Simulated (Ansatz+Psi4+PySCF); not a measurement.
The numbers below are computed, except where a source is named.
A run of PySCF 2.14.0 on doublet COS(+) at this shape:

| atom | x (Å) | y (Å) | z (Å) |
| --- | --- | --- | --- |
| O | 0.0000 | 0.0000 | -1.6992 |
| C | 0.0000 | 0.0000 | -0.5205 |
| S | 0.0000 | 0.0000 | 1.0448 |

Its results:

```
Converged                       : yes
Reference energy                : -509.96688 hartree
Correlation energy              : -0.48440 hartree
Total energy                    : -510.45128 hartree
Spin squared of the determinant : 0.943
```

Messages of the program:
```
WARN: beta  nocc = 14  HOMO -0.342089877939529 >= LUMO -0.342089877939521
WARN: HOMO -0.342089877939521 >= LUMO -0.342089877939521
WARN: beta  nocc = 14  HOMO -0.342089877939529 >= LUMO -0.342089877939521
WARN: HOMO -0.342089877939521 >= LUMO -0.342089877939521
```

Problem. Which input gives this output? Name the method, the orbitals and the basis set, and write the input.

Solution. UHF-MP2 in cc-pVTZ on C, O; cc-pV(T+d)Z on S.

```python
from pyscf import gto, scf, mp

# the (T+d) and (D+d) sets load through basis_set_exchange
mol = gto.M(atom="""
O 0.000000 0.000000 -1.699240
C 0.000000 0.000000 -0.520490
S 0.000000 0.000000 1.044810
""", basis={'C': 'cc-pvtz', 'O': 'cc-pvtz', 'S': 'cc-pv(t+d)z'}, charge=1, spin=1)
mf = scf.UHF(mol)
mf.kernel()
pt = mp.MP2(mf, frozen=7).run()
print(mf.e_tot, pt.e_corr, pt.e_tot)
```

Caution: large amplitudes, a single reference is doubtful; the unrestricted determinant is spin contaminated.
